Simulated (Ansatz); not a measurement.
A made-up structure of C2H4Mg, closed shell:

```json
{"atom": "C1", "x (Å)": "-0.8950", "y (Å)": "0.3958", "z (Å)": "-0.3406"}
{"atom": "C2", "x (Å)": "0.0082", "y (Å)": "0.3284", "z (Å)": "0.5524"}
{"atom": "Mg3", "x (Å)": "1.2258", "y (Å)": "-0.7788", "z (Å)": "0.0750"}
{"atom": "H4", "x (Å)": "-1.0497", "y (Å)": "-0.1246", "z (Å)": "-1.3738"}
{"atom": "H5", "x (Å)": "-1.5417", "y (Å)": "0.9745", "z (Å)": "-0.1024"}
{"atom": "H6", "x (Å)": "0.0440", "y (Å)": "0.9054", "z (Å)": "1.5467"}
{"atom": "H7", "x (Å)": "2.2084", "y (Å)": "-1.7007", "z (Å)": "-0.3573"}
```

It is relaxed with PBE-D4/def2-SVP and then PBE0-D4/def2-TZVP (Ansatz 0.2.0). Atoms count as bonded within 1.22 times the sum of their covalent radii (H–H: 0.88 Å). The end point is not checked to be a true minimum.

Question: Does its bonding change? (A judgement: the text doesn't fix the answer.)

Answer: The calculation gives: Yes. Formed: none; broken: C1–Mg3.

Where it ends: The first stage lowers the energy by 3.63 eV in 9 steps. It ends as C₂H₄Mg ([CH2][CH][MgH]):
```
7
angstrom
C -1.0737 0.5378 -0.3052
C -0.0358 0.3339 0.5130
Mg 1.5029 -0.9781 0.0537
H -1.1788 0.0299 -1.2641
H -1.8892 1.2250 -0.0747
H -0.0739 0.9171 1.4372
H 2.7485 -2.0656 -0.3598
```

Labels in which every atom is bracketed show which atoms are joined, not bond orders.

For scale, one of the runs: PBE0-D4/def2-TZVP relaxation, 118 basis functions, launched by `ansatz run in.yaml --threads 2 --pin off --events-out ev --progress --plain --max-ram 4352MiB`. The run took about 20 s on 2 CPU threads of an Intel Xeon Platinum 8259CL (shared host).
